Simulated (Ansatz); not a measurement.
Cost and result for the atomization energy of C₂H₇NS₂ (`NC(S)CS`) (12 atoms, 11 bonds).

```xyz
12

N    -0.740    0.121    1.699
C    -0.066   -0.415    0.540
S     1.712   -0.333    0.934
C    -0.423    0.317   -0.750
S     0.261   -0.368   -2.279
H    -0.602    1.122    1.772
H    -1.734   -0.064    1.659
H    -0.338   -1.469    0.444
H     2.137   -0.798   -0.253
H    -1.509    0.265   -0.880
H    -0.150    1.372   -0.670
H     1.451    0.249   -2.217
```

The species carries charge 0 and has multiplicity 1. Geometry: relaxed with PBE0-D4/def2-TZVP. It is one conformer, not always the lowest. Program: Ansatz. All runs use 4 threads of a server CPU on a shared host. Times are those of one run each, without the atoms' runs, and a repeat can differ threefold. Electronic energies, without spin–orbit coupling; frozen cores. CCSD(T)/CBS adds CCSD(T) − MP2 in def2-TZVPP to the MP2 limit, and its time is that of the two runs behind it. T1 = 0.011. B3LYP takes the VWN-RPA correlation (the form of Gaussian; ORCA's B3LYP/G).

CCSD(T)/CBS is a level of theory with its own doubt, some kJ/mol a heavy atom from the limit and from the frozen cores, so smaller differences don't rank the functionals.

```
                            level  functions  wall time
           LDA (SPW92)/def2-TZVPP        275      4.3 s
             revPBE-D4/def2-TZVPP        275      7.5 s
  PBE-D4/def2-TZVPP (with forces)        275        8 s
               PBE0-D4/def2-TZVPP        275        9 s
                 CCSD(T)/def2-SVP        113       12 s
              BHLYP-D4/def2-TZVPP        275       12 s
B3LYP-D4/def2-TZVPP (with forces)        275       15 s
              PBE-QIDH/def2-TZVPP        275       19 s
               ωB97X-V/def2-TZVPP        275       21 s
 ωB97M-V/def2-TZVPP (with forces)        275       31 s
                   MP2/def2-QZVPP        521       73 s
               CCSD(T)/def2-TZVPP        275    4.9 min
                CCSD(T)/CBS(def2)          –    6.1 min
```

(1) What atomization energy does each give, and how far from CCSD(T)/CBS? (Estimate.)

## Answers

(1) Ansatz gave: 
```
                            level  atomization (kJ/mol)  difference from CCSD(T)/CBS  per bond
           LDA (SPW92)/def2-TZVPP                4833.6                        669.8      60.9
             revPBE-D4/def2-TZVPP                4168.7                          4.9       0.4
  PBE-D4/def2-TZVPP (with forces)                4269.3                        105.5       9.6
               PBE0-D4/def2-TZVPP                4187.0                         23.2       2.1
                 CCSD(T)/def2-SVP                3892.0                       -271.8     -24.7
              BHLYP-D4/def2-TZVPP                4027.2                       -136.6     -12.4
B3LYP-D4/def2-TZVPP (with forces)                4160.7                         -3.1      -0.3
              PBE-QIDH/def2-TZVPP                4132.5                        -31.3      -2.9
               ωB97X-V/def2-TZVPP                4185.3                         21.5       1.9
 ωB97M-V/def2-TZVPP (with forces)                4191.3                         27.5       2.5
                   MP2/def2-QZVPP                4162.8                         -1.0      -0.1
               CCSD(T)/def2-TZVPP                4036.9                       -126.9     -11.5
                CCSD(T)/CBS(def2)                4163.8                          0.0       0.0
```

From PBE to PBE0 (25 % exact exchange), in def2-TZVPP and without D4, the atomization energy moves by −77.8 kJ/mol: exact exchange takes away binding that semilocal exchange gives to molecules. Leaving LDA and LC-ωPBE aside and taking each functional with its dispersion term where it has one, the values spread over 242.1 kJ/mol, from BHLYP-D4 to PBE-D4. LDA lies +593.9 kJ/mol from PBE without D4, its usual overbinding. The D4 term adds +47.6 kJ/mol with B3LYP and +25.0 kJ/mol with PBE0; it sums over pairs of atoms, weighted by their polarisabilities, and B3LYP, whose exchange is more repulsive, gets the larger term.
